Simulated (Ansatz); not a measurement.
# Lithium, bcc under r²SCAN: how the plane-wave cutoff moves the result

How high must the plane-wave cutoff be for energy and pressure to settle? The geometry was relaxed under r²SCAN beforehand and stays fixed; 9 values are run, from 150 to 800 eV. Wanted are the values from which on the energy stays within 10 and 1 meV/atom, and the pressure within 0.5 GPa, of the last run. Within the series other settings stay, but some runs also write fields, which adds to their time. Spin polarisation is left out.

Computed with Ansatz 0.2.0 (DFT r²SCAN, plane waves with PAW, scalar-relativistic, unless a step says otherwise).

## Step 1: The structure to begin with

It takes space group Im-3m (No. 229, cubic). The conventional cell has a = 3.476 Å, b = 3.476 Å, c = 3.476 Å, α = 90.00°, β = 90.00°, γ = 90.00°. Li (site symmetry m-3m) is surrounded by 8 Li at 3.01 Å.

Coordinates:

```cif
data_structure
_symmetry_space_group_name_H-M 'Im-3m'
_symmetry_Int_Tables_number 229
_cell_length_a 3.4759
_cell_length_b 3.4759
_cell_length_c 3.4759
_cell_angle_alpha 90.000
_cell_angle_beta 90.000
_cell_angle_gamma 90.000
_cell_volume 41.99
loop_
_atom_site_label
_atom_site_type_symbol
_atom_site_symmetry_multiplicity
_atom_site_Wyckoff_symbol
_atom_site_fract_x
_atom_site_fract_y
_atom_site_fract_z
_atom_site_occupancy
Li1 Li 2 a 0.00000 0.00000 0.00000 1
```

## Step 2: A run at the usual settings, for scale

The input, input.yaml:

```yaml
crystal:
  lattice:
    - [-1.7379403969, 1.7379403969, 1.7379403969]
    - [1.7379403969, -1.7379403969, 1.7379403969]
    - [1.7379403969, 1.7379403969, -1.7379403969]
  atoms:
    - { symbol: Li, position: [0.0, 0.0, 0.0] }
hamiltonian:
  xc: r2scan
  pseudopotentials:
    kind: paw
    azcp:
      Li: "pseudopotentials/Li.paw.azcp"
basis:
  ecutwfc: 500
  fft_grid_basis: typed
kpoints:
  mp_grid: { grid: [21, 21, 21], shift: [0, 0, 0] }
magnetization:
  spin_polarized: false
scf:
  occupations: { method: fermi_dirac, width: 0.1 }
  lower_state_search: "off"
output:
  stress: true
```

Started as:

```sh
$ ansatz run input.yaml --threads 2 --pin off --max-ram 5120MiB --backend cpu --events-out ev --progress --plain --runs-dir out
```

## Step 3: With a cutoff of 150 eV

The run at 150 eV.

input.yaml: that of step 2 with these lines changed.

```diff
@@ -14,6 +14,6 @@
 basis:
-  ecutwfc: 500
+  ecutwfc: 150
   fft_grid_basis: typed
 kpoints:
-  mp_grid: { grid: [21, 21, 21], shift: [0, 0, 0] }
+  mp_grid: { grid: [13, 13, 13], shift: [0, 0, 0] }
 magnetization:
```

## Step 4: With a cutoff of 200 eV

The run at 200 eV.

input.yaml: that of step 3 with these lines changed.

```diff
@@ -14,3 +14,3 @@
 basis:
-  ecutwfc: 150
+  ecutwfc: 200
   fft_grid_basis: typed
@@ -25 +25,5 @@
   stress: true
+  write_density: true
+  write_potential: true
+  elf: true
+  volumetric_format: npy
```

## Step 5: With a cutoff of 250 eV

The run at 250 eV.

input.yaml: that of step 4 with these lines changed.

```diff
@@ -14,3 +14,3 @@
 basis:
-  ecutwfc: 200
+  ecutwfc: 250
   fft_grid_basis: typed
```

## Step 6: With a cutoff of 300 eV

The run at 300 eV.

input.yaml: that of step 5 with these lines changed.

```diff
@@ -14,3 +14,3 @@
 basis:
-  ecutwfc: 250
+  ecutwfc: 300
   fft_grid_basis: typed
@@ -25,5 +25 @@
   stress: true
-  write_density: true
-  write_potential: true
-  elf: true
-  volumetric_format: npy
```

## Step 7: With a cutoff of 350 eV

The run at 350 eV.

input.yaml: that of step 6 with these lines changed.

```diff
@@ -14,3 +14,3 @@
 basis:
-  ecutwfc: 300
+  ecutwfc: 350
   fft_grid_basis: typed
```

## Step 8: With a cutoff of 420 eV

The run at 420 eV.

input.yaml: that of step 7 with these lines changed.

```diff
@@ -14,3 +14,3 @@
 basis:
-  ecutwfc: 350
+  ecutwfc: 420
   fft_grid_basis: typed
@@ -25 +25,5 @@
   stress: true
+  write_density: true
+  write_potential: true
+  elf: true
+  volumetric_format: npy
```

## Step 9: With a cutoff of 500 eV

The run at 500 eV.

input.yaml: that of step 8 with these lines changed.

```diff
@@ -14,3 +14,3 @@
 basis:
-  ecutwfc: 420
+  ecutwfc: 500
   fft_grid_basis: typed
@@ -25,5 +25 @@
   stress: true
-  write_density: true
-  write_potential: true
-  elf: true
-  volumetric_format: npy
```

## Step 10: With a cutoff of 600 eV

The run at 600 eV.

input.yaml: that of step 9 with these lines changed.

```diff
@@ -14,3 +14,3 @@
 basis:
-  ecutwfc: 500
+  ecutwfc: 600
   fft_grid_basis: typed
```

## Step 11: With a cutoff of 800 eV

The run at 800 eV.

input.yaml: that of step 10 with these lines changed.

```diff
@@ -14,3 +14,3 @@
 basis:
-  ecutwfc: 600
+  ecutwfc: 800
   fft_grid_basis: typed
```

(Steps that only read results are left out.)

Q: Predict the outcome of this session.

**Answer**, as computed:

| quantity | value |
| --- | --- |
| E(σ → 0) stays within 10 meV/atom of 800 eV | from 300 eV on |
| E(σ → 0) stays within 1 meV/atom | from 420 eV on |
| pressure stays within 0.5 GPa | from 200 eV on |
| pressure at 800 eV | 0.01 GPa |
| CPU time, dearest over cheapest | 4 |
| run at the usual settings (mesh 21×21×21 against the series' 13×13×13, 500 eV) | +1.2 meV/atom from 800 eV, 0.02 GPa |

**Reading.** The far end, 150 eV, lies +1568 meV/atom and +0.5 GPa from the yardstick. Each step up in cutoff lowers the energy. Total energies within 1 meV/atom need 420 eV; differences between like structures often settle sooner.
